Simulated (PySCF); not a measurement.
Two structures of SiH$_{4}$ClF, closed shell, reached by relaxing down either side of one saddle point (PBE0-D4/def2-TZVP). Energies are electronic, without zero-point energy. PySCF 2.14 with density fitting (its default auxiliary sets; JK sets also for MP2 and CCSD(T)); basis: def2-TZVPP and def2-QZVPP; cores frozen in the correlated methods. Extrapolation: Hartree–Fock as exp(−7.88 √X), correlation as X^−2.97. First:

```
atom    x (Å)    y (Å)    z (Å)
 Si1  -0.5342  -0.6807   0.4574
  H2   0.2550  -1.5883  -0.4009
  H3  -1.1260  -1.4057   1.6026
  H4  -1.5654   0.0442  -0.3128
 Cl5   0.7662   0.7303   1.2516
  H6   1.1578   1.4692  -0.8424
  F7   1.0592   1.4808  -1.7657
```

Second:

```
atom    x (Å)    y (Å)    z (Å)
 Si1  -0.8598   0.5396   0.3640
  H2   2.1979  -1.9269  -0.3964
  H3  -0.3063  -0.4966   1.2553
  H4  -2.0748   0.1140  -0.3560
 Cl5  -1.2931   2.1948   1.4666
  H6   2.0224  -1.2853  -0.7349
  F7   0.2487   0.9185  -0.7116
```

Problem. Which bonds change from the first to the second?

Solution. SiH₃Cl ([SiH3][Cl]) + HF → SiH₂ClF ([F][SiH2][Cl]) + H₂; bonds formed: Si1–F7, H2–H6; bonds broken: Si1–H2, H6–F7.

Problem. Give the saddle point's structure and its height above each. (To be estimated.)

Solution. By the calculation: 37.86 kcal/mol above the first and 63.37 kcal/mol above the second (CCSD(T) at an estimated basis limit (MP2 extrapolated from triple and quadruple zeta, plus CCSD(T) − MP2 in triple zeta)).
Si1  (-0.363, -0.059, 0.232)
H2  (1.080, -0.876, -0.082)
H3  (-0.466, -0.977, 1.398)
H4  (-1.464, -0.410, -0.681)
Cl5  (-0.459, 1.750, 1.183)
H6  (1.111, -0.180, -0.794)
F7  (0.561, 0.753, -1.256)
(Å)

The T1 diagnostic stays at or below 0.012.

Labels in which every atom is bracketed show which atoms are joined, not bond orders.

For scale, one of the runs: CCSD(T)/def2-TZVPP, 171 basis functions, launched by `OMP_NUM_THREADS=4 python run.py`. Hardware: 4 CPU threads of an Arm Neoverse V1, shared host. Wall time 3.1 min; peak host memory 1.5 GiB.
